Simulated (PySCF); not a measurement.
Homolysis of single bonds, series B F-SiH3. Gas-phase values, no solvent. Strings in code marks are SMILES.

Computed with PySCF with PBE-D3(BJ)/def2-TZVP. 

```
species                         dipole moment (D)
------------------------------  -----------------
whole molecule (`FB(F)F`)                     ___
radical fragment (`[F]`)                     0.00
whole molecule (`FB(F)[SiH3]`)               0.86
radical fragment (`[SiH3]`)                  0.03
```

**Question.** Some entries are withheld; supply them.

**Answer.** 
- whole molecule (`FB(F)F`), dipole moment (D): 0.00
